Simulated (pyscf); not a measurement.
Cl–Sn:–Cl (SMILES [Cl][Sn][Cl]) [singlet] + H₂S (SMILES S) -> HS–SnH(Cl)–Cl (SMILES [SH][SnH]([Cl])[Cl]), an insertion (singlet surface; H–S broken, S–Sn, H–Sn formed). Optimised with ωB97X-D3(BJ)/def2-SVP in PySCF. MP2 and CC: frozen core, UHF for open shells. ΔMP2 is the change of the MP2 total energy from the triple- to the quadruple-zeta basis. Energies in kJ/mol from the separated reactants.

Small-basis levels: PySCF, no dispersion term, spherical d functions. AM1 to PM7: differences of heats of formation from MOPAC. Cost: rough CPU time at the saddle relative to B3LYP/6-31G*+LANL2DZ, from one job on a shared machine.

| level | barrier | reaction energy | cost |
|---|---|---|---|
| HF/6-31G*+LANL2DZ | 270.7 | -4.9 | 0.2 |
| SVWN5/6-31G*+LANL2DZ | 102.8 | -43.7 | 1 |
| BP86/6-31G*+LANL2DZ | 140.2 | -15.8 | 1 |
| PBE/6-31G*+LANL2DZ | 133.3 | -21.0 | 1 |
| B3LYP/6-31G*+LANL2DZ | 171.4 | -14.2 | 1 |
| M06-2X/6-31G*+LANL2DZ | 168.5 | -41.2 | 2 |
| PBE/def2-SVP | 132.7 | -0.7 | 1 |
| B3LYP/def2-SVP | 173.5 | +12.7 | 0.9 |
| AM1 | 136.0 | +114.5 | under 0.02 |
| PM3 | 146.1 | +77.3 | under 0.02 |
| PM6 | 117.4 | -43.8 | under 0.02 |
| PM7 | 72.6 | -117.0 | under 0.02 |
| CCSD(T)/def2-TZVPP + ΔMP2(QZVPP) | 160.1 | -23.0 | – |

Against the last row the barrier runs from -87.5 (PM7) to +110.6 kJ/mol (HF/6-31G*+LANL2DZ). CCSD(T)/def2-TZVPP + ΔMP2(QZVPP) has limits of its own. On the reactant side the descent ends in an adduct with a S–Sn contact (not fully relaxed), 59.9 kJ/mol under the separated species and 224.8 kJ/mol under the saddle at ωB97X-D3(BJ)/def2-TZVP. What is counted as formed (S–Sn) is already present as a longer contact in the reactant adduct; forming that adduct is a step of its own. This is the saddle that the search found; another between the same sides may lie lower. The CCSD(T) − MP2 part came from Ansatz, without density fitting, on the same reference. The frozen core leaves the outer d or s,p core shells of the metals and heavy elements correlated in the MP2 and CC values, and def2-TZVPP describes them poorly, which can shift differences by a few kcal/mol. Elements past Kr carry the def2 core potentials, without spin-orbit coupling.
